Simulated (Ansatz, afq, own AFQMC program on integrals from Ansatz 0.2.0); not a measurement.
# AlNH2, triplet: AFQMC among the cluster methods

```csv
atom,x (Å),y (Å),z (Å)
Al,0.0000,-0.0849,0.6205
N,0.0000,0.0356,-1.1435
H,0.0000,1.3500,1.3538
H,0.0000,0.4271,-2.0731
```

Connectivity, by distances: AlH–NH.

Basis cc-pVDZ. Noble-gas cores (and the filled d shells of Ga–Kr and In–Xe) are frozen. AFQMC by an in-house program on the Cholesky factors that Ansatz 0.2.0 writes for its CCSD(T) run. ph-AFQMC/CISD is guided by a CISD state made of CCSD amplitudes; releasing the constraint for a short imaginary time cuts its bias at the price of noise, slowly where states lie close. Uncertainties: one standard error, sampling alone.

Determinant: UHF, the one that the program's search chose, which needn't be the lowest solution. The geometry is a PBE0/def2-TZVP stationary point of this or a neighbouring charge and spin state.

No full CI on the walks' own integrals is used here; CCSDT(Q) serves as the reference and is uncertain by about the last step of the cluster series.

Cautions: another spin lies lower; the released energies move by 1.5 errors or more from one time to the next, so no released level is given (meV from the phaseless value at times in 1/Eh: -3 ± 3 at 0.24, -9.5 ± 2.3 at 0.51, -8 ± 3 at 0.99, -7.6 ± 2.1 at 1.62, -12 ± 3 at 2.40), though the last usable value meets CCSDT(Q) within the noise.

```
T1 diagnostic                               : 0.0207
weight of the determinant in the CISD state : 0.902
⟨S²⟩ of the determinant                     : 2.016
size of the correlated space                : 10 electrons in 36 orbitals
```

```csv
level,correlation energy (eV)
MP2,-4.9142
CCSD,-5.6576
CCSD(T),-5.7930
```

Problem. Estimate where phaseless AFQMC with the Hartree–Fock trial lies against CCSD(T) on the same integrals.

Solution. 4.6 ± 24.5 meV below CCSD(T). The gap is under twice the noise, so this walk alone can't tell the two apart.

Reference: CCSDT(Q), correlation energy -5.836 eV.

```tsv
level	E − E(reference) (meV)	share of correlation (%)
CCSD(T)	42.7	99.27
CCSDT	13.0	99.78
ph-AFQMC/HF	38.1 ± 24.5	99.35
ph-AFQMC/CISD	13.5 ± 2.6	99.77
```

A walk keeps the symmetry of its determinant, which the program's search chose and which needn't be the lowest solution, so a lower state of the same spin and another symmetry isn't excluded.
